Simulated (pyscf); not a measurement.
Four-centre exchange: HO–Si(OH)(OH)–F + hydrogen chloride (HCl) -> HO–Si(OH)(OH)–F + hydrogen chloride (HCl)

Gas phase, singlet surface, charge 0. Bonds broken: O1–H10, H6–Cl9. Bonds formed: O1–H6, Cl9–H10. Single points on ωB97X-D3(BJ)/def2-SVP structures (PySCF, gas phase).

Transition state (Å):

```xyz
10

O     -0.4262     1.3124     0.0748
Si    -0.7677    -0.1946    -0.6609
O      0.6727    -0.8169    -1.0512
O     -1.7081    -0.0106    -1.9746
F     -1.5582    -0.9871     0.4883
H      0.5999     1.5165     0.3110
H      0.7558    -1.4478    -1.7734
H     -2.6468     0.1846    -1.8837
Cl     1.1334     1.5763     2.0908
H     -0.4525     1.3457     1.1419
```

One imaginary mode, 1192i cm⁻¹; descent along it reached the two sides named, in the forms told below.

```csv
bond,change,reactant side (Å),saddle,product side
O1–H10,breaks,0.964,1.068,1.883
H6–Cl9,breaks,1.305,1.859,3.7
O1–H6,forms,1.811,1.073,0.964
Cl9–H10,forms,3.8,1.862,1.296
```

Electronic energies relative to the separated reactants (kcal/mol):

| level | barrier | reaction energy | reverse barrier |
|---|---|---|---|
| ωB97X-D3(BJ)/def2-TZVP | 29.7 | 0.0 | 29.7 |
| PBE/def2-TZVP | 24.1 | 0.0 | 24.1 |
| r²SCAN/def2-TZVP | 25.6 | 0.0 | 25.6 |
| B3LYP-D3(BJ)/def2-TZVP | 27.4 | 0.0 | 27.4 |
| PBE0-D3(BJ)/def2-TZVP | 26.1 | 0.0 | 26.1 |
| M06-2X/def2-TZVP | 28.8 | 0.0 | 28.8 |
| ωB97M-D3(BJ)/def2-TZVP | 29.1 | 0.0 | 29.1 |
| HF/def2-TZVP | 42.7 | 0.0 | 42.7 |

With ωB97M-D3(BJ)/def2-TZVP energies and thermal terms (ideal gas, 1 atm, RRHO with modes under 100 cm⁻¹ raised to 100, one conformer, R ln 2 for chiral ones without a mode under 150 cm⁻¹), in kcal/mol:

| T (K) | ΔH‡ | ΔG‡ | ΔH | ΔG |
|---|---|---|---|---|
| 298 | 28.6 | 38.7 | 0.0 | 0.0 |
| 600 | 28.1 | 49.1 | 0.0 | 0.0 |
| 900 | 28.2 | 59.6 | 0.0 | 0.0 |
| 1200 | 28.5 | 70.0 | 0.0 | 0.0 |

On the reactant side the descent ends in a complex (not fully relaxed), 6.3 kcal/mol under the separated species and 36.1 kcal/mol under the saddle at ωB97X-D3(BJ)/def2-TZVP. On the product side the descent ends in a complex, 5.0 kcal/mol under the separated species and 34.7 kcal/mol under the saddle at ωB97X-D3(BJ)/def2-TZVP. One saddle was located; it need not be the lowest between these sides.
